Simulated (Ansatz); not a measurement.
```yaml
crystal:
  periodic: [false, false, false]
  atoms:
    - {symbol: P, position_ang: [-0.927600, -0.007444, -0.001381]}
    - {symbol: S, position_ang: [1.004020, 0.008057, 0.001495]}
    - {symbol: H, position_ang: [-1.726650, 1.104157, -0.004646]}
    - {symbol: H, position_ang: [-1.708714, -1.131726, -0.000469]}
basis:
  gaussian: {orbitals: def2-TZVP}
magnetization: {spin_polarized: true, initial_magnetization: 1}
hamiltonian: {xc: pbe0}
relax: {f_tol: 0.004, max_steps: 80}
```

```sh
$ ansatz run in.yaml --threads 1 --pin off --events-out ev --progress --plain --max-ram 2176MiB
```

Steps of the relaxation (energy above the last step; positions in Å, forces in eV/Å):

```
4
step 1, 21.7 meV
P    -0.928   -0.007   -0.001    0.948    0.008    0.001
S     1.004    0.008    0.001   -0.199   -0.002    0.000
H    -1.727    1.104   -0.005   -0.380    0.617   -0.002
H    -1.709   -1.132    0.000   -0.370   -0.623    0.001
```

```
4
step 2, 2.7 meV
P    -0.924   -0.007   -0.001    0.281    0.002    0.000
S     1.000    0.008    0.001    0.021    0.000    0.000
H    -1.726    1.125   -0.005   -0.153    0.200   -0.001
H    -1.708   -1.153    0.000   -0.149   -0.203    0.000
```

```
4
step 3, 0.0 meV
P    -0.921   -0.007   -0.001    0.024    0.000    0.000
S     1.004    0.008    0.001   -0.012    0.000    0.000
H    -1.731    1.132   -0.005   -0.006    0.005    0.000
H    -1.712   -1.160    0.000   -0.006   -0.005    0.000
```

```
4
step 4, 0.0 meV
P    -0.920   -0.007   -0.001    0.001    0.000    0.000
S     1.004    0.008    0.001    0.000    0.000    0.000
H    -1.731    1.132   -0.005    0.000    0.000    0.000
H    -1.712   -1.160    0.000    0.000    0.000    0.000
```

Close pairs at the end: P1–H3 1.398 Å, P1–H4 1.398 Å, P1–S2 1.925 Å.

A stationary point of unrestricted PBE0 after 4 steps, with ⟨S²⟩ = 0.758 against 0.75 for a pure state; no frequencies were run, so it isn't proven a minimum. 13 s on 1 thread of Arm Neoverse V2, shared host.
